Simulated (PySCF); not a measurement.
A calculation to check before its numbers are used.

A core-ionisation job on C2F3N, SMILES `[C-]#[N+]C(F)(F)F`. Theory: delta-SCF UKS HF, pcX-2 on the ionised atom, pcseg-1 elsewhere, spin-free X2C in PySCF.

Driver input (Å, PBE0-D3(BJ)/def2-SVP geometry):

```
{"job": {"kind": "xps", "xc": "HF"}, "charge": 0, "multiplicity": 1}
C      2.1273     0.2778    -0.0118
N      0.9607     0.1223    -0.0110
C     -0.4305    -0.0627    -0.0064
F     -1.0212     0.9435    -0.6248
F     -0.8745    -0.1217     1.2360
F     -0.7379    -1.1876    -0.6268
```

Output:

```
ground state, core basis on atom 0 (C), 115 functions
  cycle   1  E = -428.48495494  |g| = 9.53e-01
  cycle   2  E = -428.61637622  |g| = 5.72e-01
  cycle   3  E = -428.67092824  |g| = 8.94e-02
  cycle   4  E = -428.67284389  |g| = 3.37e-02
  cycle   5  E = -428.67317050  |g| = 9.67e-03
  cycle   6  E = -428.67319734  |g| = 2.39e-03
  cycle   7  E = -428.67319983  |g| = 5.71e-04
  cycle   8  E = -428.67319994  |g| = 1.57e-04
  E(ground) = -428.67319994 Eh
hole in C 1s of atom 0
  cycle   1  E = -417.32132714  |g| = 1.44e+00
  cycle   2  E = -417.45922017  |g| = 1.02e+00
  cycle   3  E = -417.77374063  |g| = 3.63e-01
  cycle   4  E = -417.82323920  |g| = 5.69e-02
  cycle   5  E = -417.82578132  |g| = 3.14e-02
  ... (40 cycles left out)
  cycle  46  E = -417.80269215  |g| = 3.05e-02
  cycle  47  E = -417.78998764  |g| = 6.03e-02
  cycle  48  E = -417.80705852  |g| = 2.12e-02
  cycle  49  E = -417.81951383  |g| = 3.35e-02
  cycle  50  E = -417.81033546  |g| = 1.90e-02
hole again with damping 0.5
  cycle   1  E = -417.32132714  |g| = 1.44e+00
  cycle   2  E = -417.45922017  |g| = 1.02e+00
  cycle   3  E = -417.81226902  |g| = 1.70e-01
  cycle   4  E = -417.82282233  |g| = 5.14e-02
  cycle   5  E = -417.82423005  |g| = 3.64e-02
  ... (70 cycles left out)
  cycle  76  E = -417.80294413  |g| = 3.73e-02
  cycle  77  E = -417.80972543  |g| = 2.24e-02
  cycle  78  E = -417.80573591  |g| = 2.46e-02
  cycle  79  E = -417.80795191  |g| = 2.08e-02
  cycle  80  E = -417.80731844  |g| = 2.18e-02
hole again, all orbitals by overlap
  cycle   1  E = -417.32132714  |g| = 1.44e+00
  cycle   2  E = -417.45922017  |g| = 1.02e+00
  cycle   3  E = -417.81226902  |g| = 1.70e-01
  cycle   4  E = -417.82282233  |g| = 5.14e-02
  cycle   5  E = -417.82423005  |g| = 3.64e-02
  ... (70 cycles left out)
  cycle  76  E = -417.80294413  |g| = 3.73e-02
  cycle  77  E = -417.80972543  |g| = 2.24e-02
  cycle  78  E = -417.80573591  |g| = 2.46e-02
  cycle  79  E = -417.80795191  |g| = 2.08e-02
  cycle  80  E = -417.80731844  |g| = 2.18e-02
  E(ion) = -417.80731844 Eh   <S^2> = 1.1052   hole on atom = 1.000   binding energy = 295.676 eV
ground state, core basis on atom 1 (N), 115 functions
  cycle   1  E = -428.68638451  |g| = 3.33e-02
  cycle   2  E = -428.68646998  |g| = 1.00e-02
  cycle   3  E = -428.68648387  |g| = 6.40e-03
  cycle   4  E = -428.68649144  |g| = 4.16e-04
  E(ground) = -428.68649144 Eh
hole in N 1s of atom 1
  cycle   1  E = -413.03500814  |g| = 1.85e+00
  cycle   2  E = -413.40244353  |g| = 1.07e+00
  cycle   3  E = -413.70198414  |g| = 1.52e-01
  cycle   4  E = -413.71010139  |g| = 4.17e-02
  cycle   5  E = -413.71100357  |g| = 1.91e-02
  cycle   6  E = -413.71153394  |g| = 1.09e-02
  cycle   7  E = -413.71179804  |g| = 5.12e-03
  cycle   8  E = -413.71187227  |g| = 2.01e-03
  cycle   9  E = -413.71188081  |g| = 4.23e-04
  E(ion) = -413.71188081 Eh   <S^2> = 0.7925   hole on atom = 1.000   binding energy = 407.480 eV
ground state, core basis on atom 2 (C), 115 functions
  cycle   1  E = -428.68777433  |g| = 4.99e-02
  cycle   2  E = -428.68808772  |g| = 1.72e-02
  cycle   3  E = -428.68813418  |g| = 5.90e-03
  cycle   4  E = -428.68814070  |g| = 1.15e-03
  cycle   5  E = -428.68814106  |g| = 5.41e-04
  cycle   6  E = -428.68814114  |g| = 1.24e-04
  E(ground) = -428.68814114 Eh
hole in C 1s of atom 2
  cycle   1  E = -417.07950457  |g| = 1.48e+00
  cycle   2  E = -417.31746673  |g| = 9.40e-01
  cycle   3  E = -417.57070322  |g| = 2.07e-01
  cycle   4  E = -417.58612456  |g| = 4.90e-02
  cycle   5  E = -417.58757293  |g| = 2.42e-02
  cycle   6  E = -417.58833162  |g| = 1.60e-02
  cycle   7  E = -417.58884342  |g| = 1.02e-02
  cycle   8  E = -417.58914834  |g| = 4.21e-03
  cycle   9  E = -417.58919774  |g| = 1.31e-03
  cycle  10  E = -417.58920160  |g| = 8.18e-04
  cycle  11  E = -417.58920399  |g| = 4.63e-04
  E(ion) = -417.58920399 Eh   <S^2> = 0.8078   hole on atom = 1.000   binding energy = 302.017 eV
ground state, core basis on atom 3 (F), 115 functions
  cycle   1  E = -428.72721782  |g| = 4.18e-02
  cycle   2  E = -428.72733265  |g| = 1.06e-02
  cycle   3  E = -428.72734677  |g| = 5.32e-03
  cycle   4  E = -428.72735104  |g| = 7.29e-04
  cycle   5  E = -428.72735123  |g| = 3.78e-04
  E(ground) = -428.72735123 Eh
hole in F 1s of atom 3
  cycle   1  E = -402.32375336  |g| = 2.56e+00
  cycle   2  E = -402.97792587  |g| = 1.15e+00
  cycle   3  E = -403.19561135  |g| = 9.28e-02
  cycle   4  E = -403.19771216  |g| = 2.91e-02
  cycle   5  E = -403.19802586  |g| = 1.24e-02
  cycle   6  E = -403.19812918  |g| = 3.80e-03
  cycle   7  E = -403.19814039  |g| = 1.59e-03
  cycle   8  E = -403.19814214  |g| = 6.12e-04
  cycle   9  E = -403.19814264  |g| = 2.62e-04
  E(ion) = -403.19814264 Eh   <S^2> = 0.7613   hole on atom = 1.000   binding energy = 694.685 eV
```

The program numbers atoms from 0.

Which binding energies of this run can't be used, and why?

1 of 4 holes failed. The driver asks that ground and ion SCF both reach |g| < 5e-4 and that the core orbital is emptied to over 0.9. Failed: C1s on atom 0 (core orbital emptied to 1.000, ⟨S²⟩ = 1.105, so the hole stayed but an SCF missed its threshold). Passed: N1s on atom 1, C1s on atom 2, F1s on atom 3.

What would you do next?

Discard what failed. Damping and filling all orbitals by overlap were tried in this run and didn't help; a first stage with the core hole frozen, a second-order or squared-gradient solver, or a restricted open-shell scheme is left to try.
